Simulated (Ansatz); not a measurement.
**C2H6N2: small, medium and large basis sets**

One table from this session's results is given with a row withheld; the runs are named, their logs left out.

Program: Ansatz 0.2.0, Gaussian basis. Level of theory: one geometry, several basis sets. These are calculated values, not measurements.

Levels to be run: PBE0-D4/def2-SVP; ωB97M-V/def2-SVP; PBE0-D4/def2-QZVPP; ωB97M-V/def2-QZVPP; CCSD(T)/cc-pV(D+d)Z; CCSD(T)/cc-pV(T+d)Z; CCSD(T)/cc-pV(Q+d)Z; the functionals' def2-TZVPP values are taken from earlier runs.

**Structure used throughout**

All runs share one geometry, relaxed beforehand with PBE0-D4 in a triple-zeta def2 set.

SMILES `C/N=N\C`, 10 atoms, charge 0, spin multiplicity 1.

Atoms are counted from 1 here; the program's logs count them from 0.

Bond lengths: C1–N2 1.464 Å, C1–H5 1.095 Å, C1–H6 1.088 Å, C1–H7 1.095 Å, N2–N3 1.230 Å, N3–C4 1.463 Å, C4–H8 1.088 Å, C4–H9 1.095 Å, C4–H10 1.095 Å. Angles: N2–C1–H5 111.3°, N2–C1–H6 107.9°, N2–C1–H7 111.3°, H5–C1–H6 109.2°, H5–C1–H7 107.8°, H6–C1–H7 109.2°, C1–N2–N3 119.7°, N2–N3–C4 119.7°, N3–C4–H8 107.9°, N3–C4–H9 111.3°, N3–C4–H10 111.3°, H8–C4–H9 109.2°, H8–C4–H10 109.2°, H9–C4–H10 107.8°.

The first run:

in.yaml

```yaml
crystal:
  periodic: [false, false, false]
  atoms:
    - {symbol: C, position_ang: [0.341017, 1.294356, 0.100545]}
    - {symbol: N, position_ang: [0.103105, 0.455033, 1.275629]}
    - {symbol: N, position_ang: [-0.207302, -0.726156, 1.128979]}
    - {symbol: C, position_ang: [-0.335904, -1.280992, -0.219121]}
    - {symbol: H, position_ang: [1.161788, 0.902229, -0.509476]}
    - {symbol: H, position_ang: [0.599190, 2.291899, 0.448883]}
    - {symbol: H, position_ang: [-0.549794, 1.353588, -0.533857]}
    - {symbol: H, position_ang: [-0.614039, -2.328284, -0.124588]}
    - {symbol: H, position_ang: [-1.104660, -0.754626, -0.794883]}
    - {symbol: H, position_ang: [0.606589, -1.207048, -0.772110]}
basis:
  gaussian: {orbitals: def2-SVP}
hamiltonian: {xc: pbe0, dispersion: d4}
output: {orbitals: {seedname: orbitals}}
```

Command:

```
$ ansatz run in.yaml --threads 2 --pin off --events-out ev --progress --plain --max-ram 22528MiB --backend cpu
```

Steps of the session up to this table: PBE0-D4 in def2-SVP; ωB97M-V in def2-SVP; PBE0-D4 in def2-QZVPP; ωB97M-V in def2-QZVPP.

One of the session's tables, all rows but one given; the rest of the session is left out.

It belongs to the step «Functionals by basis». 

```
functional       basis  HOMO (eV)
   PBE0-D4    def2-SVP      -6.06
   PBE0-D4  def2-TZVPP          ?
   PBE0-D4  def2-QZVPP      -6.38
   ωB97M-V    def2-SVP      -8.41
   ωB97M-V  def2-TZVPP      -8.71
   ωB97M-V  def2-QZVPP      -8.75
```

**Question.** Estimate the row for PBE0-D4, def2-TZVPP.

As computed: HOMO (eV): -6.33. In the column «HOMO (eV)» it lies between PBE0-D4, def2-QZVPP (-6.38) and PBE0-D4, def2-SVP (-6.06).
